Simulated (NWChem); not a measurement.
Species: Li, doublet

All runs: NWChem. Spin-unrestricted. No stability test was run on the SCF state.

For level CAM-B3LYP/STO-3G:

```
Quantity                                                     Value
-----------------------------------------------------------  -----
highest occupied level (eV)                                  -4.05
lowest empty minus highest occupied level, either spin (eV)   4.36
```

Q: Estimate the same quantities for level CAM-B3LYP/3-21G.

A: The highest occupied level (eV) comes out as -4.62 and the lowest empty minus highest occupied level, either spin (eV) is 3.53.
